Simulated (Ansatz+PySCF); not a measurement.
Results of a calculation; reference values are marked as such.
This Ansatz input gave a total energy of -204.20237 hartree.

```yaml
crystal:
  periodic: [false, false, false]
  atoms:
    - { symbol: "N", position_ang: [0.0, 0.0, -0.28787] }
    - { symbol: H, position_ang: [0.0, 0.0, 2.01506] }
    - { symbol: O, position_ang: [30.0, 0.0, -0.89121] }
    - { symbol: O, position_ang: [30.0, 0.0, 0.89121] }
basis:
  gaussian: { orbitals: "6-31G" }
magnetization:
  initial_magnetization: 4
hamiltonian:
  xc: hf
```

(1) Write an input for PySCF with the same method and basis set.

Answers

(1)

```python
from pyscf import gto, scf

mol = gto.M(atom="""
N 0.000000 0.000000 -0.287870
H 0.000000 0.000000 2.015060
O 30.000000 0.000000 -0.891210
O 30.000000 0.000000 0.891210
""", basis='6-31g', charge=0, spin=4)
mf = scf.ROHF(mol)
mf.init_guess = 'minao'
mf.kernel()
while True:  # follow internal instabilities
    mo, _, stable, _ = mf.stability(return_status=True)
    if stable: break
    mf.kernel(mf.make_rdm1(mo, mf.mo_occ))
print(mf.converged, mf.e_tot, mf.spin_square()[0])
```

PySCF 2.14.0 gave -204.20238 hartree, 0.03 meV from the first. Caution: this determinant is likely not that of the ground state; an unrestricted determinant lies well below.
